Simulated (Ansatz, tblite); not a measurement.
**The cluster CuAg2: rung by rung**

Aim: run the doublet of the cluster CuAg2 at one geometry on many levels, and compare frontier levels, spin and run time.

Method: as each input shows; program: Ansatz 0.2.0, Gaussian basis.

Levels to be run: GFN1-xTB, GFN2-xTB, PBE-D4/def2-TZVP, r2SCAN-D4/def2-TZVP, B3LYP-D4/def2-TZVP, r2SCAN0-D4/def2-TZVP, PBE-QIDH/def2-TZVP, LC-ωPBE/def2-TZVP, BLYP-D4/def2-TZVP, PBE-D4/def2-SVP, PBE0-D4/def2-SVP, PBE0-D4/def2-TZVPD, PBE-D4/def2-TZVPD, r2SCAN-D4/def2-TZVPD, CCSD(T)/def2-TZVP, RPA/def2-TZVP.

2 further runs of the same task are left out: 2 set aside as unsound or not needed. Runs told in other sessions of the task aren't counted.

## (1) The geometry

The doublet was relaxed beforehand with PBE-D4/def2-TZVP. At that level it is the lowest of the isomers that a small search found.

3 atoms, charge 0, spin multiplicity 2.

Bond lengths: Ag1–Cu3 2.470 Å, Ag2–Cu3 2.470 Å. Angles: Ag1–Cu3–Ag2 121.2°.

Geometry (Å):

```xyz
3

Ag    1.77043    1.24934    0.31283
Ag   -1.83705   -1.09127    0.47696
Cu    0.06662   -0.15806   -0.78980
```

Ag takes a core potential in the def2 sets. No spin-orbit coupling is included.

PBE0-D4/def2-TZVP was run before; its log isn't repeated, and its numbers join the tables.

## (2) GFN1-xTB

Tight binding, by tblite at 300 K electronic temperature and without a spin-polarisation term:

```python
tblite.interface.Calculator('GFN1-xTB', numbers, positions, charge=0, uhf=1).singlepoint()
```

Energy -330.6118 eV; 0.002 s.

## (3) GFN2-xTB

Tight binding, by tblite at 300 K electronic temperature and without a spin-polarisation term:

```python
tblite.interface.Calculator('GFN2-xTB', numbers, positions, charge=0, uhf=1).singlepoint()
```

Energy -317.9853 eV; 0.002 s.

## (4) PBE-D4/def2-TZVP

start.molden holds the orbitals of an earlier run on this state, given as this run's starting guess.

in.yaml reads:

```yaml
crystal:
  periodic: [false, false, false]
  atoms:
    - {symbol: Ag, position_ang: [1.770430, 1.249335, 0.312834]}
    - {symbol: Ag, position_ang: [-1.837050, -1.091272, 0.476964]}
    - {symbol: Cu, position_ang: [0.066620, -0.158062, -0.789799]}
basis:
  gaussian: {orbitals: def2-TZVP, initial_orbitals: start.molden}
magnetization: {spin_polarized: true, initial_magnetization: 1}
hamiltonian: {xc: pbe, dispersion: d4}
scf: {omitted_lower_state_checks: [starts]}
output: {orbitals: {seedname: orbitals}}
```

Started as:

```
ansatz run in.yaml --threads 4 --pin off --events-out ev --progress --plain --max-ram 3916MiB
```

Further steps of the session: r2SCAN-D4/def2-TZVP; B3LYP-D4/def2-TZVP; r2SCAN0-D4/def2-TZVP; PBE-QIDH/def2-TZVP; LC-ωPBE/def2-TZVP; BLYP-D4/def2-TZVP; PBE-D4/def2-SVP; PBE0-D4/def2-SVP; PBE0-D4/def2-TZVPD; PBE-D4/def2-TZVPD; r2SCAN-D4/def2-TZVPD; CCSD(T)/def2-TZVP; RPA/def2-TZVP.

Q: Predict the results of all the runs planned. Wanted: gap in def2-TZVP, named functionals, smallest and largest; correlation energy, CCSD(T)/def2-TZVP; binding an atom, CCSD(T)/def2-TZVP; ⟨S²⟩ in def2-TZVP, named functionals, smallest and largest; PBE0 total energy, smallest basis above largest.

**Answer**, as computed:

```
                                                  quantity                                 value
 gap in def2-TZVP, named functionals, smallest and largest  0.27 eV (BLYP-D4), 5.59 eV (LC-ωPBE)
                     correlation energy, CCSD(T)/def2-TZVP                             -35.65 eV
                        binding an atom, CCSD(T)/def2-TZVP                              0.790 eV
⟨S²⟩ in def2-TZVP, named functionals, smallest and largest                          0.751, 0.806
           PBE0 total energy, smallest basis above largest        8.58 eV (def2-SVP, def2-TZVPD)
```

What this shows: Orbital gaps of the named functionals in def2-TZVP span 0.27 eV (BLYP-D4) to 5.59 eV (LC-ωPBE); exact exchange widens it. The functionals in def2-TZVP miss CCSD(T)/def2-TZVP by -0.077 (LC-ωPBE) to +0.222 eV (PBE-D4) an atom. The reference is CCSD(T) in one finite basis, so it carries an error of its own, often a tenth of an eV or more, and near misses can't be ranked. Over the named functionals in def2-TZVP spin contamination reaches 0.06 (LC-ωPBE), which is small.
